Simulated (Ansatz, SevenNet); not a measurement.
For trigonal Te, the machine-learned potential SevenNet-l3i5 (trained on PBE and PBE+U data) gives:

| Quantity | Value |
|---|---|
| lattice constant a | 4.553 Å |
| lattice parameter c | 5.917 Å |

Task: What does r²SCAN-D4 in Ansatz (PAW) give for the same quantities?

Result: 
- lattice constant a: 4.512 Å (decreases by 0.9 %)
- lattice parameter c: 5.929 Å (goes up by 0.2 %)

For comparison: lattice constant a 4.456 Å (measured, 293 K, not corrected to a static lattice; as tabulated in Wikipedia's data pages); lattice parameter c 5.928 Å (measured, 293 K, no zero-point or thermal correction; as tabulated in Wikipedia's data pages).

Changes are worked out from the printed values.

Unless a cell is named, each level is at its own relaxed cell (SevenNet-l3i5 35.41, r²SCAN-D4 34.85 Å³/atom).

Ansatz's density-functional and Hartree–Fock values are scalar-relativistic unless marked +SOC, with PAW data made under PBE.

Ansatz is a first-principles code.
